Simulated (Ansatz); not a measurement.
The first iterations of a band of CH4BF + H2 (9 atoms, charge 0, multiplicity 1).

Level of theory: Ansatz 0.2.0, RKS B3LYP/def2-TZVP.

| Quantity | Value |
| --- | --- |
| movable images | 5 |
| climbing image | yes |
| spring | 5.0 eV/Å² |
| optimiser | quadratic models (default) |
| start path | through a guess of the saddle point |
| force threshold | 0.5 eV/Å |
| iteration limit | 60 |
| end points | relaxed |

First end point:

```xyz
9
Properties=species:S:1:pos:R:3
B 0.225 0.874 0.440
C 0.242 0.985 1.992
H -0.417 0.217 2.415
H 1.234 0.873 2.433
H -0.188 1.940 2.313
F 1.335 0.568 -0.228
H -0.756 1.042 -0.225
H -0.897 -4.425 -0.176
H -1.017 -4.646 0.524
```

Last end point:

```xyz
9
Properties=species:S:1:pos:R:3
B -0.138 -0.561 -1.025
C 0.024 -0.081 2.727
H -0.907 0.186 3.226
H 0.821 -0.170 3.465
H 0.285 0.696 2.008
F 1.047 -0.057 -1.326
H -1.066 0.187 -0.982
H -0.204 -1.735 -0.819
H -0.100 -1.036 2.215
```

| iteration | highest image above the first end (eV) | largest band force component (eV/Å) |
| --- | --- | --- |
| 1 | 3.562 | 8.157 |
| 2 | 2.198 | 2.947 |
| 3 | 1.255 | 2.532 |
| 4 | 0.936 | 2.288 |
| 5 | 0.809 | 1.977 |

Task: Does the band converge within its limit, and where does its top end?

Result: The forces met the threshold. It ended after 17 iterations with the highest image 1.483 eV above the first end. The threshold of 0.5 eV/Å is loose, so the images may lie well off the minimum-energy path. Neighbouring images differ by up to 1.6 eV, so the band resolves the path poorly. Another band between the same ends (5 images) ends at a top of the same energy, where a vibrational analysis finds 1 clearly imaginary mode. The orbitals stay closed-shell, which can raise the energy where a bond breaks towards radicals; this wasn't checked here.

Run time: 83 s on 4 threads of Arm Neoverse V1, on a shared host, peak memory 0.21 GiB.
